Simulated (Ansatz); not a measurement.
**B2H3S−: functionals against CCSD(T) at one geometry**

One table from this session's results is given with a row withheld; the runs are named, their logs left out.

The runs use Ansatz 0.2.0, Gaussian basis; single points in def2-TZVPPD.

Correlated methods freeze the cores.

## The starting structure

SMILES `BB[S-]`, 6 atoms, charge -1, spin multiplicity 1.

Atoms are counted from 1 here; the program's logs count them from 0.

Bond lengths: B1–B2 1.606 Å, B1–S3 1.975 Å, B1–H4 1.271 Å, B1–H5 1.432 Å, B2–S3 1.751 Å, B2–H6 1.257 Å. Angles: B2–B1–S3 57.5°, B2–B1–H4 110.8°, B2–B1–H5 128.5°, S3–B1–H4 116.0°, S3–B1–H5 110.3°, H4–B1–H5 117.9°, B1–B2–S3 71.9°, B1–B2–H6 159.6°, S3–B2–H6 128.4°, B1–S3–B2 50.6°.

Coordinates:

```xyz
6
charge -1, multiplicity 1
B    -0.37648    0.11996   -0.56646
B     0.68713   -0.39593    0.52116
S    -0.34518    0.79157    1.29010
H     0.18655    0.85722   -1.43520
H    -1.66534   -0.41909   -0.87876
H     1.62193   -1.06428    1.02979
```

The first run:

run/in.yaml

```yaml
crystal:
  periodic: [false, false, false]
  atoms:
    - {symbol: B, position_ang: [-0.376484, 0.119955, -0.566464]}
    - {symbol: B, position_ang: [0.687126, -0.395926, 0.521164]}
    - {symbol: S, position_ang: [-0.345177, 0.791566, 1.290104]}
    - {symbol: H, position_ang: [0.186549, 0.857219, -1.435198]}
    - {symbol: H, position_ang: [-1.665341, -0.419087, -0.878760]}
    - {symbol: H, position_ang: [1.621930, -1.064285, 1.029787]}
basis:
  gaussian: {orbitals: "def2-TZVPPD.json"}
total_charge: -1
hamiltonian: {xc: pbe, dispersion: d4}
output: {forces: true}
```

The basis file named in the input lies beside it (Basis Set Exchange, JSON).

Launch:

```bash
ansatz run in.yaml --threads 2 --pin off --events-out ev --progress --plain --max-ram 3481MiB
```

Among the steps run: PBE-D4/def2-TZVPPD; r2SCAN-D4/def2-TZVPPD; PBE0-D4/def2-TZVPPD; wB97M-V/def2-TZVPPD; CCSD(T)/def2-TZVPPD.

One table of the session follows, with a row left open; its other results are not shown here.

| method | RMS force component (eV/Å) | angle to CCSD(T) forces (°) |
| --- | --- | --- |
| PBE-D4 | 1.045 | 3.3 |
| r2SCAN-D4 | 1.084 | 5.1 |
| PBE0-D4 | ? | ? |
| wB97M-V | 1.138 | 5.9 |
| CCSD(T) | 1.215 | reference |

Q: Estimate the row for PBE0-D4 from the others.

As computed: RMS force component (eV/Å): 1.078; angle to CCSD(T) forces (°): 6.1. In the column «RMS force component (eV/Å)» it lies between PBE-D4 (1.045) and r2SCAN-D4 (1.084).
